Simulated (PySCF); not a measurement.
C₂H₇N, SMILES CCN. The structure is a stationary point at PBE-D3(BJ)/def2-TZVP. One conformer was computed; it need not be the lowest.

Level of theory: PBE-D3(BJ)/def2-TZVP run with PySCF.

Harmonic wavenumbers (cm⁻¹): 233, 266, 403, 780, 824, 888, 978, 1077, 1114, 1223, 1283, 1348, 1375, 1436, 1445, 1466, 1605, 2871, 2964, 2977, 3032, 3051, 3390, 3472. Rotational constants (GHz): 32.40, 8.910, 7.812; symmetry number 1.

Question: Work out the zero-point energy and the ideal-gas rigid-rotor harmonic-oscillator thermochemistry at 298.15 K and 1 atm.

Answer: ZPE = ½ Σ hcν = ½ × 39503 cm⁻¹ = 236.28 kJ/mol. H − E(el) = 250.53 kJ/mol. Entropy in J/(mol K): translation 156.24, rotation 94.06, vibration 22.50, total 272.81. G − E(el) = 169.19 kJ/mol. Cp = 69.59 J/(mol K).
